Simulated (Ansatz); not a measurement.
Input file:

```yaml
crystal:
  periodic: [false, false, false]
  atoms:
    - {symbol: Ge, position_ang: [0.000000, 0.038873, 0.254068]}
    - {symbol: N, position_ang: [0.000000, -0.103151, -1.443449]}
    - {symbol: H, position_ang: [0.000000, 1.317957, 1.116358]}
    - {symbol: H, position_ang: [0.000000, -3.501962, 2.518509]}
    - {symbol: H, position_ang: [0.000000, 0.815895, -1.886279]}
basis:
  gaussian: {orbitals: cc-pVDZ}
correlation: {active_space: {window: {electrons: 4, orbitals: 3}}}
output: {forces: true}
```

```sh
$ ansatz run in.yaml --threads 1 --pin off --events-out ev --progress --plain --max-ram 2393MiB
```

The program prints:

```
595 factors; integrals over basis functions are off by at most 1.2e-3 eV
mean field evaluation 1: about -57986.9658 eV, gradient 4.1e1 eV
mean field evaluation 2: about -57986.9875 eV, gradient 4.1e1 eV
mean field evaluation 4: about -57992.8032 eV, gradient 4.6e0 eV
mean field evaluation 8: about -57992.9563 eV, gradient 3.1e-1 eV
mean field evaluation 16: about -57991.6826 eV, gradient 6.1e-1 eV
mean field -57992.95790862 eV, -2131.2018941032 hartree, gradient 3.7e-6 eV, S^2 0.000000; 3 other end points of the search recorded, 0 dependent functions left out
reference -57992.95790862 eV, -2131.2018941032 hartree; 21, 21 occupied and 35, 35 virtual orbitals, 595 factors
state -57996.84485863 eV, -2131.3447368814 hartree
the calculation of the forces begins
Total energy: -57996.84485863 eV, -2131.3447368814 hartree
Atom 0 at     0.000000     0.038873     0.254068 Å, force     0.000000    -0.263250    -0.780970 eV/Å
Atom 1 at     0.000000    -0.103151    -1.443449 Å, force     0.000000     0.325196     0.611596 eV/Å
Atom 2 at     0.000000     1.317957     1.116358 Å, force    -0.000000     0.150659     0.122558 eV/Å
Atom 3 at     0.000000    -3.501962     2.518509 Å, force     0.000000     0.042190    -0.026052 eV/Å
Atom 4 at     0.000000     0.815895    -1.886279 Å, force    -0.000000    -0.254795     0.072869 eV/Å
Dipole moment:    -0.000000     0.321731     0.541411 e Å
```

Forces (eV/Å):
```
Ge   0.000 -0.263 -0.781
N    0.000  0.325  0.612
H    0.000  0.151  0.123
H    0.000  0.042 -0.026
H    0.000 -0.255  0.073
```

Ran on 1 thread of Arm Neoverse V2, shared host: 3.9 s wall, 0.27 GiB peak host memory.
